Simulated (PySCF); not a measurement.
## How good is the calculation?

Molfile (atoms numbered from 1):
```
C5H10O
     RDKit          3D

 16 16  0  0  0  0  0  0  0  0999 V2000
    1.2469    1.4086   -0.8143 O   0  0  0  0  0  0  0  0  0  0  0  0
    0.8618    0.6578    0.3307 C   0  0  0  0  0  0  0  0  0  0  0  0
    0.8744   -0.8418    0.0435 C   0  0  0  0  0  0  0  0  0  0  0  0
   -0.4354   -1.0623   -0.6997 C   0  0  0  0  0  0  0  0  0  0  0  0
   -1.4248   -0.2307    0.1164 C   0  0  0  0  0  0  0  0  0  0  0  0
   -0.6109    0.9819    0.6083 C   0  0  0  0  0  0  0  0  0  0  0  0
    2.1611    1.1941   -1.0173 H   0  0  0  0  0  0  0  0  0  0  0  0
    1.5087    0.9204    1.1767 H   0  0  0  0  0  0  0  0  0  0  0  0
    1.7658   -1.1536   -0.5078 H   0  0  0  0  0  0  0  0  0  0  0  0
    0.8637   -1.3894    0.9930 H   0  0  0  0  0  0  0  0  0  0  0  0
   -0.7214   -2.1123   -0.7828 H   0  0  0  0  0  0  0  0  0  0  0  0
   -0.3493   -0.6559   -1.7111 H   0  0  0  0  0  0  0  0  0  0  0  0
   -2.3049    0.0613   -0.4589 H   0  0  0  0  0  0  0  0  0  0  0  0
   -1.7797   -0.8169    0.9691 H   0  0  0  0  0  0  0  0  0  0  0  0
   -0.7787    1.1775    1.6687 H   0  0  0  0  0  0  0  0  0  0  0  0
   -0.8646    1.8943    0.0665 H   0  0  0  0  0  0  0  0  0  0  0  0
  1  2  1  0
  2  3  1  0
  3  4  1  0
  4  5  1  0
  5  6  1  0
  6  2  1  0
  1  7  1  0
  2  8  1  0
  3  9  1  0
  3 10  1  0
  4 11  1  0
  4 12  1  0
  5 13  1  0
  5 14  1  0
  6 15  1  0
  6 16  1  0
M  END
```

Measured values that the calculation should reproduce: δ ¹⁷O O1 37.0 ppm (measured; liquid, neat, 295 K; 17O NMR survey of organic solvents and oxofluorinated compounds, PMC5915748).
δ ¹³C C2 73.7; C3/C6 35.4; C4/C5 23.4 ppm (measured; solution, not stated per compound (mostly CDCl3 or CCl4); Pretsch, Buehlmann, Badertscher, Structure Determination of Organic Compounds, 4th ed. (2009)).

Computational details: NMR shieldings at PBE0/pcSseg-2/GIAO, coordinates at the PBE0-D3(BJ)/def2-TZVP level, in PySCF 2.14.0 with density-fitted response routines (one computed conformer, non-relativistic, averaged over atoms made equivalent by symmetry, fast rotation or ring inversion, isolated molecule).

Task: Set the calculated values beside the experiment.

Result: 
Reference values: measured (liquid, neat, 295 K; 17O NMR survey of organic solvents and oxofluorinated compounds, PMC5915748).
```tsv
atoms	quantity	reference	computed	computed, scaled
O1	δ ¹⁷O vs D2O (external)	37.0	–	29.5
```

Reference values: measured (solution, not stated per compound (mostly CDCl3 or CCl4); Pretsch, Buehlmann, Badertscher, Structure Determination of Organic Compounds, 4th ed. (2009)).
```json
{"atoms": "C2", "quantity": "δ ¹³C", "reference": "73.7", "computed": "79.6", "computed, scaled": "73.4"}
{"atoms": "C3/C6", "quantity": "δ ¹³C", "reference": "35.4", "computed": "39.9", "computed, scaled": "36.2"}
{"atoms": "C4/C5", "quantity": "δ ¹³C", "reference": "23.4", "computed": "28.2", "computed, scaled": "25.2"}
```

Computed shifts are σ(ref) − σ with the named reference compound (TMS for H and C) calculated as an isolated molecule at the same level. The measured values may be among those fitted. Shieldings were converted by linear fits to measured shifts (mostly CDCl3, TMS scale, for H and C): ¹³C: δ = 173.50 − 0.940σ (rms 2.1 ppm, 507 shifts, 2.1 ppm with the 1 outlier that the fit left out); ¹⁷O: δ = 268.17 − 0.915σ (rms 11.4 ppm, 77 shifts, 13.0 ppm with the 2 outliers that the fit left out vs liquid water, solution or neat liquid). Occasional misses reach two or three times the rms, and more in compound classes unlike the fitted ones.

Task: How far are the unscaled ¹³C shifts from the references?

Result: Mean signed difference +5.07 ppm, mean absolute 5.07 ppm over 3 comparisons; the largest is +5.9 ppm at C2 (sp3 CH bonded to O).
